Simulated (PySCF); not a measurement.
Worked example: chemical shift, span and skew from a shielding tensor

C₂H₄, SMILES C=C. Atoms are numbered in the order given.

```xyz
6

C      0.0000     0.0000    -0.6628
C      0.0000     0.0000     0.6628
H      0.0000    -0.9234    -1.2322
H      0.0000     0.9234    -1.2322
H      0.0000     0.9234     1.2322
H      0.0000    -0.9234     1.2322
```

Coordinates come from a r2SCAN-D4/def2-TZVP optimisation.

GIAO shieldings from PBE0/pcSseg-2 (PySCF), non-relativistic, no solvent. The symmetric part of the tensor of C1 has the principal values -77.6, 60.0, 169.7 ppm. The same nucleus in TMS has σ = 186.1 ppm at this level (PySCF, at its B3LYP-D3(BJ)/def2-TZVP geometry).

Task: Work out the isotropic shielding, the ¹³C shift against TMS, the span and the skew.

Result: 
σ(iso) = (σ11 + σ22 + σ33)/3 = 50.7 ppm. δ = σ(ref) − σ(iso) = 186.1 − (50.7) = 135.4 ppm.
Span Ω = σ33 − σ11 = 247.3 ppm. Skew κ = 3(σ(iso) − σ22)/Ω = -0.11. Tumbling in solution averages the tensor to δ; in a static solid the shielding alone would spread this spin-1/2 line over Ω.
